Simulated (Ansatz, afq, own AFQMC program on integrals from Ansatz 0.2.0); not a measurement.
## BC⁺, singlet in cc-pVDZ, levels against full CI

| atom | x (Å) | y (Å) | z (Å) |
| --- | --- | --- | --- |
| B | 0.0000 | 0.0000 | 0.0000 |
| C | 0.0000 | 0.0000 | 1.5282 |

Basis cc-pVDZ. Only valence electrons are correlated. AFQMC by an in-house program on the Cholesky factors that Ansatz 0.2.0 writes for its CCSD(T) run. The CISD trial takes its coefficients from CCSD amplitudes. Released means that phaseless walkers are propagated on without the constraint, phases kept. Error bars are statistical, one sigma.

Determinant: RHF, the one that the program's search chose, which needn't be the lowest solution. The geometry is a PBE0/def2-TZVP stationary point of this or a neighbouring charge and spin state.

Full CI on the same integrals is exact in this basis and with this determinant's frozen core.

Cautions: higher spins were not checked; restricted determinant unstable towards unrestricted (UHF 3.12 eV lower, ⟨S²⟩ 1.75); the search met a lower determinant of the same kind, perhaps of another symmetry (213 meV lower), and this one is a saddle point; strong correlation (T1 0.050, weight of the determinant 0.78, largest double 0.29); (T) is large, 8 % of the CCSD correlation; (Q) is large, 115 meV, so the cluster series hasn't closed; the CCSDTQ amplitudes may be one of several solutions (largest double 0.92); the released energy hasn't reached full CI (187 meV above it at 2.40 1/Eh), so no released level is given (meV from the phaseless value at times in 1/Eh: -54 ± 27 at 0.24, -73 ± 28 at 0.51, -85 ± 20 at 0.99, -129 ± 31 at 1.62, -138 ± 33 at 2.40); the determinant fills πx and πy unequally, so it mixes two states of the linear molecule, and each level undoes that mixture to a different degree, while full CI gives the lower state, and by Hund's rule a triplet of that filling probably lies lower still; CCSDTQ on the UHF determinant differs (963 meV lower), perhaps since the unrestricted series falls towards higher spin.

The T1 diagnostic is 0.0503. The weight of the determinant in the CISD state is 0.777 and the size of the correlated space is 6 electrons in 26 orbitals.

| level | correlation energy (eV) |
| --- | --- |
| MP2 | -4.7672 |
| CCSD | -5.8063 |
| CCSD(T) | -6.2563 |

(1) Estimate where full CI lies against CCSD(T) on the same integrals.

(1) 22.8 kJ/mol below CCSD(T).

Reference: full CI, correlation energy -6.492 eV. The cautions show a poor starting determinant, so the rows tell how each method copes with it here, and full CI is the sure value.

```json
{"level": "CCSD(T)", "E − E(reference) (kJ/mol)": "22.8", "share of correlation (%)": "96.36"}
{"level": "CCSDT", "E − E(reference) (kJ/mol)": "16.0", "share of correlation (%)": "97.45"}
{"level": "CCSDT(Q)", "E − E(reference) (kJ/mol)": "4.9", "share of correlation (%)": "99.22"}
{"level": "CCSDTQ", "E − E(reference) (kJ/mol)": "0.9", "share of correlation (%)": "99.85"}
{"level": "ph-AFQMC/CISD", "E − E(reference) (kJ/mol)": "31.4 ± 1.7", "share of correlation (%)": "94.99"}
```

CCSDT and higher add their correlation energy to the determinant of the CCSD(T) run, since their own runs factorise the integrals more tightly (a shift of under 2 meV).
